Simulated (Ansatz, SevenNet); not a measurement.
For hcp Co, the machine-learned potential SevenNet-l3i5 (trained on PBE and PBE+U data) gives:

equilibrium lattice constant a: 2.498 Å
c axis length: 4.001 Å

What does r²SCAN (Ansatz, an electronic-structure program, plane waves, PAW) give for the same quantities?


- lattice constant a: 2.472 Å (falls by 1.0 %)
- lattice parameter c: 4.019 Å (grows by 0.4 %)

For comparison: lattice constant a 2.507 Å (measured, 293 K, no zero-point or thermal correction; as tabulated in Wikipedia's data pages); lattice parameter c 4.07 Å (measured, 293 K, no zero-point or thermal correction; as tabulated in Wikipedia's data pages).

Changes are worked out from the printed values.

Unless a cell is named, each level is at its own relaxed cell (SevenNet-l3i5 10.81, r²SCAN 10.64 Å³/atom).

Spin-polarised runs: r²SCAN (parallel moments).

Ansatz's density-functional and Hartree–Fock values are scalar-relativistic unless marked +SOC, with PAW data made under PBE.
